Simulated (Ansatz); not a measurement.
**Worked example: correlation energy of AsH3⁺, doublet**

Geometry: displaced at random from a stationary point.

```json
{"atom": "As", "x (Å)": "0.0034", "y (Å)": "0.0012", "z (Å)": "-0.0167"}
{"atom": "H", "x (Å)": "1.2746", "y (Å)": "0.0234", "z (Å)": "0.4171"}
{"atom": "H", "x (Å)": "-0.8166", "y (Å)": "1.2157", "z (Å)": "0.4006"}
{"atom": "H", "x (Å)": "-0.7103", "y (Å)": "-1.3294", "z (Å)": "0.4210"}
```

Basis cc-pVTZ; Ansatz 0.2.0. Only valence electrons are correlated (noble-gas cores and the filled d shells of p-block atoms frozen), which leaves 7 electrons in 71 orbitals. Prefix R: restricted or restricted open-shell reference; prefix U: unrestricted. No spin–orbit coupling is included, and no scalar relativity.

Full CI isn't at hand for all of this; UCCSDT(Q) serves as the reference, and is uncertain by the last step of the cluster series or more.

UCCSD has a T1 diagnostic of 0.011 and a largest doubles amplitude of 0.05.

Runs differ by some tens of microhartree through their thresholds and, for an open shell, their frozen cores, so steps under 0.03 kcal/mol mean nothing.

Here the R and U totals at CCSDT(Q) differ by 0.11 kcal/mol, a measure of how far such totals hang on the determinant and its frozen core.

| level | total energy (hartree) |
| --- | --- |
| UHF | -2235.647709 |
| UMP2 | -2235.768662 |
| UCCSD | -2235.793708 |
| UCCSD(T) | -2235.797406 |
| UCCSDT | -2235.798112 |
| UCCSDT(Q) | -2235.798199 |

What is the correlation energy at UCCSDT(Q), and what share of it do UMP2 and UCCSD(T) recover?

E(corr) = -2235.798199 − (-2235.647709) = -0.150490 hartree = -4.095 eV. UMP2: -0.120953 / -0.150490 = 80.37 %. UCCSD(T): -0.149697 / -0.150490 = 99.47 %.

By how many kcal/mol does UCCSD(T) miss UCCSDT(Q) (1 hartree = 627.509 kcal/mol), and which steps make up the rest?

-2235.797406 − (-2235.798199) = 0.000793 hartree = 0.50 kcal/mol. Steps: UCCSDT − UCCSD(T) = -0.44, UCCSDT(Q) − UCCSDT = -0.05 kcal/mol. That is within 1 kcal/mol of the reference in this basis, which itself misses far more of the correlation at the basis-set limit.
